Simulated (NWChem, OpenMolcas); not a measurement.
**Exact exchange and the dipole moment of BN2H5**

BN2H5 has 8 atoms, charge 0, and is taken as a singlet. As SMILES, `NBN`. Geometry: relaxed at PBE0-D4/def2-TZVP.

The dipole moment y, in D, basis 6-311+G(d,p); a is the functional's share of exact exchange. Programs: NWChem 7.3.0, OpenMolcas 26.06.

```
functional     program     a  y (D)
    revPBE      NWChem     0   1.40
       PBE      NWChem     0   1.40
     B3LYP  OpenMolcas   0.2      ?
      PBE0      NWChem  0.25   1.35
     BHLYP      NWChem   0.5   1.28
```

Q: Fit y = c + s·a to the known rows and predict B3LYP.

A: 
1. Means of the 4 rows: a = 0.1875, y = 1.357.
2. Σ(Δa)² = 0.17188, Σ(Δa·Δy) = -0.040625, so the slope is -0.040625/0.17188 = -0.23636.
3. Intercept: 1.357 − (-0.23636) × 0.1875 = 1.401. The largest residual of the fit is 0.008.
4. B3LYP: 1.401 + (-0.23636) × 0.2 = 1.35 D.

The run gave 1.34 D, so the prediction is off by +0.01 D, at the rounding of the table.
